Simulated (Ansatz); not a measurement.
We consider bcc Li, described by PBEsol-D3(BJ) in Ansatz (PAW).

Settings: plane-wave cutoff 520 eV, 22×22×22 k mesh, Fermi–Dirac smearing 0.05 eV, scalar-relativistic PAW data made under PBE.

Pressure at four volumes; x = ln(V/18.441 Å³). One pressure is withheld.

```tsv
V (Å³/atom)	x	P (GPa)
17.335	-0.0618	?
17.704	-0.0408	0.675
18.441	0.0000	-0.004
19.548	0.0583	-0.825
```

Task: Pass a parabola P(x) through the three rows shown, estimate the bulk modulus and its pressure derivative near zero pressure, and predict the withheld pressure.

Result: Slopes between the rows: (-0.004 − (0.675))/(0.0000 − (-0.0408)) = -16.64 and (-0.825 − (-0.004))/(0.0583 − (0.0000)) = -14.08 GPa. Their difference over the span 0.0991 is c = 2.56/0.0991 = 25.8 GPa, so P(x) = 0.675 + (-16.64)(x − (-0.0408)) + 25.8 (x − (-0.0408))(x − (0.0000)). At the middle row B = −dP/dx = −[-16.64 + 25.8 × 0.0408] = 15.6 GPa, and B′ = dB/dP = 2c/B = 3.3. At x = -0.0618 the parabola gives 1.058 GPa; the run gives 1.063 GPa. The Birch–Murnaghan fit to the energies at all volumes has B0 = 15.6 GPa and B′ = 3.4.

Measured, for comparison: bulk modulus 13.8 GPa (corrected for temperature and zero-point phonon effects, our sources range from 13.1 to 13.9; as tabulated in Levämäki et al. (2014), arXiv:1402.3671). Computed (rounded) less measured: bulk modulus +13 % (+12 % to +19 % over the range).

Ansatz is a program for electronic structure.
